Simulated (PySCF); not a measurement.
Consider vinyl bromide, `C=CBr` (C2H3Br). Optimised structure (Å), atoms numbered from 1:
```
C    -0.7370   -0.1755    0.0224
C     0.5003    0.3080   -0.0107
Br    2.0346   -0.7680   -0.1858
H    -0.9524   -1.2443   -0.0486
H    -1.5789    0.5153    0.1242
H     0.7383    1.3718    0.0582
```

Energies: PBE0-D3(BJ)/ma-def2-TZVP (PySCF, density fitting, integration grid level 2) on PBE0-D3(BJ)/ma-def2-SVP structures. Thermal corrections: PBE0-D3(BJ)/ma-def2-SVP frequencies, unscaled, ideal gas at 298.15 K and 1 bar, quasi-RRHO entropy.

(1) What are the vertical and the adiabatic ionisation energy for forming the radical cation?

(2) Where does the unpaired spin of the relaxed radical cation sit?

(3) How far is −ε(HOMO) from the vertical value by ΔSCF?

Results:

(1) 9.68 eV vertical and 9.53 eV adiabatic, the latter with zero-point energy.

(2) C1 (alkene carbon) 0.52, Br3 (bromine) 0.41, C2 (alkene carbon) 0.11 (intrinsic atomic orbital populations).

(3) −ε(HOMO) = 7.44 eV, which is 2.23 eV below the ΔSCF value.

Caveats: spin-orbit coupling is left out of the energies, which matters for open shells on the heavier atoms; atoms from Ga to Kr are treated without relativity.

Differences come from unrounded values, so a last digit can differ from that of the printed terms.
